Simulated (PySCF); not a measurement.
## What binds to water, and how strongly

Gas-phase complexes of water, each in one structure from a short search with a few starts, optimised by PBE0-D3(BJ)/def2-SVPD or PBE0-D3(BJ)/def2-TZVPD; other ways of binding may lie lower. Energies in kcal/mol, wB97M-D3(BJ)/def2-TZVPD, counterpoise-corrected (PySCF): interaction is complex less parts frozen as they stand in it, binding adds what it costs to deform them. Contacts are written partner···water; electrostatic, Pauli and orbital are terms of the uncorrected same energy, whose rest is dispersion or correlation.

2 other partners are left out, for which the search missed the form known or expected to bind best.

Frequency runs check only 5 of the 7 structures; an imaginary mode is left, so that the point isn't a minimum, in the complex with aluminium trifluoride (201i cm⁻¹).

Task: Order these partners of water by binding energy, strongest first: Li+, dinitrogen, methylamine, hydrogen chloride, aluminium trifluoride, BeF2, aluminium trichloride.

Result: Li+ (-34.9), aluminium trifluoride (-29.6), aluminium trichloride (-27.7), BeF2 (-21.7), methylamine (-7.1), hydrogen chloride (-5.3), dinitrogen (-1.1).
```tsv
partner	contact	distance (Å)	binding	interaction	electrostatic	Pauli	orbital
Li+	Li···O	1.83	-34.9	-34.9	-32.7	12.3	-14.1
aluminium trifluoride	Al···O	1.93	-29.6	-35.9	-49.3	42.1	-27.7
aluminium trichloride	Al···O	1.96	-27.7	-33.6	-58.5	58.7	-32.0
BeF2	Be···O	1.69	-21.7	-30.4	-47.4	43.9	-26.5
methylamine	N···H	1.90	-7.1	-7.3	-13.9	13.8	-6.2
hydrogen chloride	H···O	1.81	-5.3	-5.5	-11.8	13.3	-6.4
dinitrogen	N···H	2.35	-1.1	-1.1	-1.6	1.5	-0.7
```
